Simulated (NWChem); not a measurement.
# hydrogen fluoride (HF); SMILES F

Results from NWChem. Medium grid unless said otherwise, to which SCAN and Minnesota functionals are sensitive. Coordinates come from a B3LYP/6-31G* (spherical d) optimisation.

Task: Among these, which level gives the lowest value of “highest occupied level (eV)”?
A) B97-D/def2-TZVP
B) TPSSh/def2-TZVP
C) PBE/def2-TZVP
D) LC-wPBE (HJS exchange hole, range parameter 0.4 per bohr)/def2-TZVP

Result: D, LC-wPBE (HJS exchange hole, range parameter 0.4 per bohr)/def2-TZVP. Values: LC-wPBE (HJS exchange hole, range parameter 0.4 per bohr)/def2-TZVP -14.55; TPSSh/def2-TZVP -10.37; B97-D/def2-TZVP -9.42; PBE/def2-TZVP -9.32
